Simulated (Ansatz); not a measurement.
Geometry optimisation, RKS B3LYP/def2-SVPD in Ansatz.

The input (input.yaml):

```yaml
crystal:
  periodic: [false, false, false]
  atoms:
    - { symbol: Si, position_ang: [0.0, 0.0, 0.0] }
    - { symbol: C, position_ang: [0.0, 0.0, 1.87] }
    - { symbol: H, position_ang: [-0.9996, -0.3092, 2.2405] }
    - { symbol: H, position_ang: [0.7676, -0.7111, 2.2405] }
    - { symbol: H, position_ang: [0.232, 1.0203, 2.2405] }
    - { symbol: Cl, position_ang: [2.0086, 0.0, -0.7093] }
    - { symbol: H, position_ang: [-0.6877, 1.1914, -0.4862] }
    - { symbol: H, position_ang: [-0.6877, -1.1914, -0.4862] }
basis:
  gaussian: { orbitals: def2-SVPD }
hamiltonian:
  xc: b3lyp
relax:
  f_tol: 0.02
  max_steps: 40
output:
  orbitals: {}
```

Run as:

```bash
$ ansatz run input.yaml --threads 2 --pin off --max-ram 3072MiB --backend cpu --events-out ev --progress --plain --runs-dir out
```

Problem. Where does it end, and by what steps?

Solution. It converged. After 5 steps the energy has fallen by 0.061 eV; H5 moved furthest, 0.21 Å.

| step | energy less start (eV) | largest force component (eV/Å) | accepted |
| --- | --- | --- | --- |
| 0 | 0.0000 | 0.473 | yes |
| 1 | -0.0454 | 0.278 | yes |
| 2 | -0.0543 | 0.056 | yes |
| 3 | -0.0544 | 0.419 | yes |
| 4 | -0.0606 | 0.060 | yes |
| 5 | -0.0610 | 0.018 | yes |

```xyz
8
Properties=species:S:1:pos:R:3
Si -0.013 -0.012 0.009
C 0.006 -0.001 1.881
H -1.020 -0.101 2.269
H 0.606 -0.834 2.273
H 0.429 0.939 2.264
Cl 1.957 0.149 -0.713
H -0.768 1.143 -0.544
H -0.564 -1.283 -0.529
```

Whether the end is a true minimum wasn't checked by a vibrational analysis.

Time of the run: 16 s on 2 threads of Arm Neoverse V1, on a shared host, peak memory 0.23 GiB.
